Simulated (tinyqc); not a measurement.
UHF in the sto-3g basis, for BH2, spin multiplicity 2, step by step. One step of it, computed by the program tinyqc.

Problem. Iteration 1: diagonalisation and new density. Diagonalise F' = X^T F X, C = X C', fill 4 alpha and 3 beta electrons from the bottom; D(s) = C_occ C_occ^T. Each column has its largest component positive (the first on a tie).

F(alpha) (hartree), order 1B 1s, 1B 2s, 1B 2px, 1B 2py, 1B 2pz, 2H 1s, 3H 1s:
$$\begin{pmatrix}
-7.716651 & -2.243550 & 0.000000 & 0.000000 & -0.019247 & -0.670126 & -0.670126 \\
-2.243550 & -1.311585 & 0.000000 & 0.000000 & -0.147811 & -0.753341 & -0.753341 \\
0.000000 & 0.000000 & 0.162297 & 0.000000 & 0.000000 & 0.000000 & 0.000000 \\
0.000000 & 0.000000 & 0.000000 & -0.074980 & 0.000000 & -0.277966 & 0.277966 \\
-0.019247 & -0.147811 & 0.000000 & 0.000000 & 0.074482 & -0.200242 & -0.200242 \\
-0.670126 & -0.753341 & 0.000000 & -0.277966 & -0.200242 & -0.516306 & -0.304138 \\
-0.670126 & -0.753341 & 0.000000 & 0.277966 & -0.200242 & -0.304138 & -0.516306
\end{pmatrix}$$

F(beta) (hartree), order 1B 1s, 1B 2s, 1B 2px, 1B 2py, 1B 2pz, 2H 1s, 3H 1s:
$$\begin{pmatrix}
-6.853346 & -2.080273 & 0.000000 & 0.000000 & -0.015267 & -0.618510 & -0.618510 \\
-2.080273 & -1.076619 & 0.000000 & 0.000000 & -0.121957 & -0.614922 & -0.614922 \\
0.000000 & 0.000000 & 0.235625 & 0.000000 & 0.000000 & 0.000000 & 0.000000 \\
0.000000 & 0.000000 & 0.000000 & 0.037408 & 0.000000 & -0.210011 & 0.210011 \\
-0.015267 & -0.121957 & 0.000000 & 0.000000 & 0.162206 & -0.152886 & -0.152886 \\
-0.618510 & -0.614922 & 0.000000 & -0.210011 & -0.152886 & -0.342799 & -0.249126 \\
-0.618510 & -0.614922 & 0.000000 & 0.210011 & -0.152886 & -0.249126 & -0.342799
\end{pmatrix}$$

X, order 1B 1s, 1B 2s, 1B 2px, 1B 2py, 1B 2pz, 2H 1s, 3H 1s:
$$\begin{pmatrix}
-0.293350 & 0.000000 & 0.803571 & 0.000000 & -0.575689 & 0.000000 & 0.181684 \\
1.370800 & 0.000000 & -0.340798 & 0.000000 & -0.279066 & 0.000000 & 0.434637 \\
0.000000 & 0.000000 & 0.000000 & 1.000000 & 0.000000 & 0.000000 & 0.000000 \\
0.000000 & 1.190312 & 0.000000 & 0.000000 & 0.000000 & 0.598002 & 0.000000 \\
0.658692 & 0.000000 & 0.595681 & 0.000000 & 0.686078 & 0.000000 & 0.199033 \\
-0.947758 & -0.939109 & -0.163820 & 0.000000 & 0.125691 & 0.378981 & 0.355367 \\
-0.947758 & 0.939109 & -0.163820 & 0.000000 & 0.125691 & -0.378981 & 0.355367
\end{pmatrix}$$

Give: F' = X^T F X; orbital energies; coefficients C; F' = X^T F X; orbital energies; coefficients C; D(alpha) after iteration 1; D(beta) after iteration 1.

Solution.

F' = X^T F X (alpha) (hartree):
$$\begin{pmatrix}
0.644 & 0.000 & 0.494 & 0.000 & -0.199 & 0.000 & 0.075 \\
0.000 & 0.762 & 0.000 & 0.000 & 0.000 & 0.159 & 0.000 \\
0.494 & 0.000 & -3.620 & 0.000 & 3.376 & 0.000 & -1.631 \\
0.000 & 0.000 & 0.000 & 0.162 & 0.000 & 0.000 & 0.000 \\
-0.199 & 0.000 & 3.376 & 0.000 & -3.069 & 0.000 & 1.745 \\
0.000 & 0.159 & 0.000 & 0.000 & 0.000 & -0.340 & 0.000 \\
0.075 & 0.000 & -1.631 & 0.000 & 1.745 & 0.000 & -1.783
\end{pmatrix}$$

orbital energies (alpha) (hartree): MO1 -7.721, MO2 -0.868, MO3 -0.362, MO4 0.032, MO5 0.162, MO6 0.730, MO7 0.785

coefficients C (alpha), order 1B 1s, 1B 2s, 1B 2px, 1B 2py, 1B 2pz, 2H 1s, 3H 1s:
$$\begin{pmatrix}
0.993 & -0.241 & 0.000 & 0.136 & 0.000 & -0.185 & 0.000 \\
0.028 & 0.637 & 0.000 & -0.655 & 0.000 & 1.194 & 0.000 \\
0.000 & 0.000 & 0.000 & 0.000 & 1.000 & 0.000 & 0.000 \\
0.000 & 0.000 & 0.425 & 0.000 & 0.000 & 0.000 & 1.262 \\
0.004 & 0.076 & 0.000 & 0.740 & 0.000 & 0.864 & 0.000 \\
-0.003 & 0.307 & 0.507 & 0.302 & 0.000 & -0.939 & -0.877 \\
-0.003 & 0.307 & -0.507 & 0.302 & 0.000 & -0.939 & 0.877
\end{pmatrix}$$

F' = X^T F X (beta) (hartree):
$$\begin{pmatrix}
0.742 & 0.000 & 0.388 & 0.000 & -0.136 & 0.000 & 0.057 \\
0.000 & 0.827 & 0.000 & 0.000 & 0.000 & 0.140 & 0.000 \\
0.388 & 0.000 & -3.102 & 0.000 & 3.029 & 0.000 & -1.513 \\
0.000 & 0.000 & 0.000 & 0.236 & 0.000 & 0.000 & 0.000 \\
-0.136 & 0.000 & 3.029 & 0.000 & -2.695 & 0.000 & 1.610 \\
0.000 & 0.140 & 0.000 & 0.000 & 0.000 & -0.204 & 0.000 \\
0.057 & 0.000 & -1.513 & 0.000 & 1.610 & 0.000 & -1.506
\end{pmatrix}$$

orbital energies (beta) (hartree): MO1 -6.863, MO2 -0.629, MO3 -0.223, MO4 0.126, MO5 0.236, MO6 0.805, MO7 0.845

coefficients C (beta), order 1B 1s, 1B 2s, 1B 2px, 1B 2py, 1B 2pz, 2H 1s, 3H 1s:
$$\begin{pmatrix}
0.988 & -0.248 & 0.000 & 0.142 & 0.000 & -0.198 & 0.000 \\
0.048 & 0.616 & 0.000 & -0.638 & 0.000 & 1.214 & 0.000 \\
0.000 & 0.000 & 0.000 & 0.000 & 1.000 & 0.000 & 0.000 \\
0.000 & 0.000 & 0.436 & 0.000 & 0.000 & 0.000 & 1.259 \\
0.007 & 0.079 & 0.000 & 0.758 & 0.000 & 0.848 & 0.000 \\
-0.008 & 0.320 & 0.500 & 0.276 & 0.000 & -0.943 & -0.881 \\
-0.008 & 0.320 & -0.500 & 0.276 & 0.000 & -0.943 & 0.881
\end{pmatrix}$$

D(alpha) after iteration 1, order 1B 1s, 1B 2s, 1B 2px, 1B 2py, 1B 2pz, 2H 1s, 3H 1s:
$$\begin{pmatrix}
1.062 & -0.215 & 0.000 & 0.000 & 0.087 & -0.036 & -0.036 \\
-0.215 & 0.836 & 0.000 & 0.000 & -0.436 & -0.002 & -0.002 \\
0.000 & 0.000 & 0.000 & 0.000 & 0.000 & 0.000 & 0.000 \\
0.000 & 0.000 & 0.000 & 0.181 & 0.000 & 0.216 & -0.216 \\
0.087 & -0.436 & 0.000 & 0.000 & 0.553 & 0.246 & 0.246 \\
-0.036 & -0.002 & 0.000 & 0.216 & 0.246 & 0.442 & -0.072 \\
-0.036 & -0.002 & 0.000 & -0.216 & 0.246 & -0.072 & 0.442
\end{pmatrix}$$

D(beta) after iteration 1, order 1B 1s, 1B 2s, 1B 2px, 1B 2py, 1B 2pz, 2H 1s, 3H 1s:
$$\begin{pmatrix}
1.037 & -0.105 & 0.000 & 0.000 & -0.013 & -0.087 & -0.087 \\
-0.105 & 0.382 & 0.000 & 0.000 & 0.049 & 0.196 & 0.196 \\
0.000 & 0.000 & 0.000 & 0.000 & 0.000 & 0.000 & 0.000 \\
0.000 & 0.000 & 0.000 & 0.190 & 0.000 & 0.218 & -0.218 \\
-0.013 & 0.049 & 0.000 & 0.000 & 0.006 & 0.025 & 0.025 \\
-0.087 & 0.196 & 0.000 & 0.218 & 0.025 & 0.352 & -0.147 \\
-0.087 & 0.196 & 0.000 & -0.218 & 0.025 & -0.147 & 0.352
\end{pmatrix}$$
